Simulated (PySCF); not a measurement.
Can point charges reproduce the dipole moment of silylphosphane, `[SiH3]P`?

Coordinates (PBE0-D3(BJ)/def2-SVP, Å) and charges (e) from the PBE0/pcSseg-1 density (PySCF):

| atom | x | y | z | Mulliken | IAO | Hirshfeld | ESP-fitted |
| --- | --- | --- | --- | --- | --- | --- | --- |
| Si1 | -0.812 | 0.113 | -0.074 | +0.2937 | +0.4000 | +0.2526 | +0.4263 |
| P2 | 1.386 | -0.027 | -0.611 | -0.2351 | -0.0934 | -0.0163 | -0.3434 |
| H3 | -1.565 | -0.860 | -0.922 | -0.0577 | -0.0985 | -0.0730 | -0.0885 |
| H4 | -1.277 | 1.496 | -0.392 | -0.0577 | -0.0987 | -0.0731 | -0.0885 |
| H5 | -1.094 | -0.177 | 1.365 | -0.0632 | -0.1074 | -0.0756 | -0.1305 |
| H6 | 1.566 | -1.277 | 0.059 | +0.0600 | -0.0010 | -0.0074 | +0.1120 |
| H7 | 1.801 | 0.741 | 0.521 | +0.0600 | -0.0009 | -0.0073 | +0.1126 |

Task: Compute μ = Σ q r for each scheme (1 e·Å = 4.803 D) and compare with the dipole of the full density.

Result: The full density gives (-0.24, -0.19, 0.93) D, 0.98 D in size; dipole vectors point from the negative to the positive end.

```json
{"scheme": "Mulliken", "μx": "-0.62", "μy": "-0.09", "μz": "0.70", "size (D)": "0.94", "share of the full size (%)": "97", "angle to the full dipole (°)": "27"}
{"scheme": "IAO", "μx": "-0.29", "μy": "0.02", "μz": "0.05", "size (D)": "0.29", "share of the full size (%)": "30", "angle to the full dipole (°)": "67"}
{"scheme": "Hirshfeld", "μx": "0.18", "μy": "0.00", "μz": "-0.10", "size (D)": "0.21", "share of the full size (%)": "21", "angle to the full dipole (°)": "132"}
{"scheme": "ESP-fitted", "μx": "-0.24", "μy": "-0.17", "μz": "0.87", "size (D)": "0.92", "share of the full size (%)": "94", "angle to the full dipole (°)": "1"}
```

Task: Which set comes closest?

Result: Length of the difference vector: ESP-fitted 0.06 D, Mulliken 0.45 D, IAO 0.90 D, Hirshfeld 1.12 D. Closest: ESP-fitted. ESP charges are fitted to the potential around the molecule, whose slowest-falling term is the dipole's. 

Task: What is left for the Hirshfeld atoms' own dipoles?

Result: The shares of the density sum to the whole, so what Σ q r misses lies in dipoles about the nuclei. The atomic dipoles sum to (-0.24, -0.19, 0.93) − (0.18, 0.00, -0.10) = (-0.42, -0.19, 1.03) D, 1.12 D in size.

Task: With the origin at the mean of the coordinates, (0.001, 0.001, -0.008) Å, which are the largest single terms, by size, of the IAO dipole along the direction of the full one?

Result: H5 -0.83, P2 +0.41, Si1 +0.22, H4 +0.16, H3 +0.15 D; all 7 atoms together +0.11 D. The single terms depend on the origin, their sum doesn't.

Task: Give the size of the full dipole in other units.

Result: 0.98 D = 0.384 au = 0.203 e·Å = 3.25 × 10⁻³⁰ C·m.

Geometry: PBE0-D3(BJ)/def2-SVP; no solvent, vibrations or thermal averaging.
